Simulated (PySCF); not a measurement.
Compound: C₅H₇F.
SMILES with atom numbers: `[CH2:1]=[C:2]([CH3:3])/[CH:4]=[CH:5]\[F:6]` (hydrogens: H7, H8 on C1; H9, H10, H11 on C3; H12 on C4; H13 on C5)

The calculation used PBE0-D3(BJ)/def2-SVP geometry optimisation, gas phase (PySCF).

(1) What internal coordinates does the optimisation give?

Answers

(1) 
```
                 bond  length (Å)
                C1=C2       1.345
                C2–C3       1.502
                C2–C4       1.463
                C4=C5       1.337
                C5–F6       1.332
                C1–H7       1.093
                C1–H8       1.093
C3–H9, C3–H10, C3–H11       1.100
               C4–H12       1.094
               C5–H13       1.093
```

Bonds in one row agree within 0.01 Å and their mean is given. A selection of angles:
```
    angle  degrees
 C2–C1–H7    121.5
 C2–C1–H8    121.2
 H7–C1–H8    117.3
 C1–C2–C3    121.4
 C1–C2–C4    119.0
 C3–C2–C4    119.6
 C2–C3–H9    111.1
H9–C3–H10    106.4
H9–C3–H11    108.6
 C2–C4–C5    129.0
C2–C4–H12    116.6
C5–C4–H12    114.4
 C4–C5–F6    124.3
C4–C5–H13    123.5
F6–C5–H13    112.2
```

Torsions: C1–C2–C4–C5 180° (antiperiplanar); C2–C4–C5–F6 0° (synperiplanar).

The C–C distances run from 1.337 Å (C4=C5, drawn double) to 1.502 Å (C2–C3, drawn single), a spread of 0.165 Å. Of the pairs four or more bonds apart, C3···F6 is among the closest relative to their van der Waals radii: 2.85 Å, 90 % of the sum of Bondi's values. The 6 heavy atoms lie in one plane (0.002 Å rms).

Point group: Cs (tolerance 0.08 Å). No frequency check. One conformer, not necessarily the lowest.

On Arm Neoverse V2, one thread, shared host with 96 logical CPUs at a one-minute load of 66, this took 33 s wall and 0.49 GiB of memory at its peak. These figures are those of the optimisation.
